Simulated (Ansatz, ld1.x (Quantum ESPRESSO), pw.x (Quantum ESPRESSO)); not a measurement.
## From atom to crystal: PAW potential for beryllium

* Element: Be (Z = 4)
* Generator: ld1.x (Quantum ESPRESSO) 7.5
* Type: PAW
* Functional: LDA (PW92)
* Relativity: scalar-relativistic
* Frozen core: [He]
* Valence charge: 2
* Reference configuration: 2s1 2p0 (charge +1)
* Partial waves: 2s (bound): rcut 2.20, rcutus 2.45 bohr; 2s channel at 1.2 Ry: rcut 2.20, rcutus 2.45 bohr; 2p (bound, empty): rcut 2.50, rcutus 3.40 bohr; 2p channel at 0.1 Ry: rcut 2.50, rcutus 3.40 bohr
* Local potential: all-electron potential smoothed inside 1.90 bohr (lloc = -2)
* Core correction: Bessel-smoothed model core inside 1.65 bohr
* Augmentation charge: PSQ, inside the norm-conserving radii

Crystal test: fcc Be in pw.x 7.5, no spin, 18³ k-points, Fermi–Dirac smearing 0.01 Ry, cutoffs 40/320 Ry. The reference is all-electron LAPW (Ansatz 0.2.0) with the same functional, mesh and smearing; V0 and B0 come from Birch–Murnaghan fits to the pressures at five volumes. Errors are pseudo minus all-electron; Δ is the rms difference of the E(V) curves that follow from these fits, minima aligned, over ±6 % about the mean V0. Mesh and smearing are coarse, so the numbers serve the comparison and aren't converged zero-temperature values; the lattice is a test structure that the element need not adopt.

```csv
V (Å³/atom),P all-electron (GPa),P pseudo (GPa)
7.163,6.53,30.12
7.351,2.77,36.89
7.540,-0.58,35.42
7.729,-3.58,33.83
7.917,-6.26,32.12
```

All-electron: a0 = 3.108 Å (V0 = 7.51 Å³/atom), B0 = 128.8 GPa.

Pseudopotential: mean pressure error (GPa): +33.90. The pressure does not cross zero within the volumes sampled, so no fit is given. The largest radius (3.40 bohr) exceeds half the bond length (2.08 bohr), so the spheres overlap, which is one possible source of error among others. This is a poor potential for the solid. The atomic tests give no hint of an error of this size, and its cause was not traced. The pseudo pressure rises with volume over part of the range, a mechanical instability.

**Question.** At the middle volume, how do free energy and pressure move when the wave cutoff is lowered (ecutrho held at 320 Ry)?

**Answer.**

| cutoff (Ry) | shift of F (meV/atom) | shift of P (GPa) |
| --- | --- | --- |
| 18 | +3.4 | -0.08 |
| 24 | +2.0 | -0.13 |
| 32 | +0.1 | +0.01 |

The run at the middle volume (195 k-points, 7 iterations) took about 6.2 s on one core of a shared host (Neoverse-V1, 32 threads, 247 GiB, load 21).
